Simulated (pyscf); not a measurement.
# 1,1-elimination: HC≡C–CH(F)–F → F–C:–F [singlet] + HC≡CH

Gas phase, singlet surface, charge 0. Bonds broken: C2–C4, C2–H6. Bonds formed: C4–H6. Single points on ωB97X-D3(BJ)/def2-SVP structures (PySCF, gas phase). MP2 and CC: frozen core, UHF for open shells. ΔMP2 is the change of the MP2 total energy from the triple- to the quadruple-zeta basis.

Transition state (Å):

```xyz
7

F      0.7218     0.7350    -0.7253
C      0.2639     0.2936     0.3997
F     -0.5696     1.1421     0.9050
C     -1.0658    -1.3099    -0.2512
C     -1.9817    -1.8645    -0.8330
H      0.1006    -0.8725     0.5615
H     -2.7888    -2.3649    -1.3430
```

One imaginary mode, 1547i cm⁻¹; descent along it reached the two sides named.

```json
[
 {"bond": "C2–C4", "change": "breaks", "reactant side (Å)": "1.476", "saddle": "2.182", "product side": "4.4"},
 {"bond": "C2–H6", "change": "breaks", "reactant side (Å)": "1.104", "saddle": "1.189", "product side": "3.5"},
 {"bond": "C4–H6", "change": "forms", "reactant side (Å)": "2.142", "saddle": "1.487", "product side": "1.086"}
]
```

Electronic energies relative to the reactant's lowest minimum found (kcal/mol):

```tsv
level	barrier	reaction energy	reverse barrier
ωB97X-D3(BJ)/def2-TZVP	99.1	+57.4	41.7
PBE/def2-TZVP	87.7	+58.7	29.0
r²SCAN/def2-TZVP	91.1	+60.1	30.9
B3LYP-D3(BJ)/def2-TZVP	93.8	+57.3	36.5
PBE0-D3(BJ)/def2-TZVP	95.9	+62.3	33.7
M06-2X/def2-TZVP	99.1	+58.4	40.6
ωB97M-D3(BJ)/def2-TZVP	96.2	+54.5	41.7
HF/def2-TZVP	110.2	+49.8	60.4
MP2/def2-QZVPP	100.0	+61.3	38.8
CCSD/def2-TZVPP	100.6	+55.7	44.9
CCSD(T)/def2-TZVPP	96.4	+55.6	40.8
CCSD(T)/def2-TZVPP + ΔMP2(QZVPP)	96.5	+56.0	40.5
```

With CCSD(T)/def2-TZVPP + ΔMP2(QZVPP) energies and thermal terms (ideal gas, 1 atm, RRHO with modes under 100 cm⁻¹ raised to 100, one conformer, R ln 2 for chiral ones without a mode under 150 cm⁻¹), in kcal/mol:

| T (K) | ΔH‡ | ΔG‡ | ΔH | ΔG |
|---|---|---|---|---|
| 298 | 92.8 | 91.2 | +52.5 | +42.2 |
| 600 | 92.9 | 89.4 | +52.6 | +31.7 |
| 900 | 92.8 | 87.7 | +52.3 | +21.3 |
| 1200 | 92.5 | 86.1 | +51.7 | +11.1 |

This saddle turned up in a search for another step; its sides and bond changes are read from the two ends of the descent. This is the saddle that the search found; another between the same sides may lie lower. The CCSD(T) − MP2 part came from Ansatz, without density fitting, on the same reference.
